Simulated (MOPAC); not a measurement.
MOPAC input (PM3):

```
PM3 1SCF GEO-OK AUX(PRECISION=9) THREADS=1
CHF3

C     0.00053452 1    0.00126565 1    0.33943617 1
H     0.00225136 1    0.00533085 1    1.42969220 1
F     0.00598628 1    1.25541479 1   -0.13307438 1
F     1.08434551 1   -0.63379114 1   -0.12772827 1
F    -1.09093829 1   -0.62305973 1   -0.12434282 1
```

Question: What heat of formation does the run end on, and which ionisation energy by Koopmans theorem?

Answer: -160.86 kcal/mol; 14.11 eV.
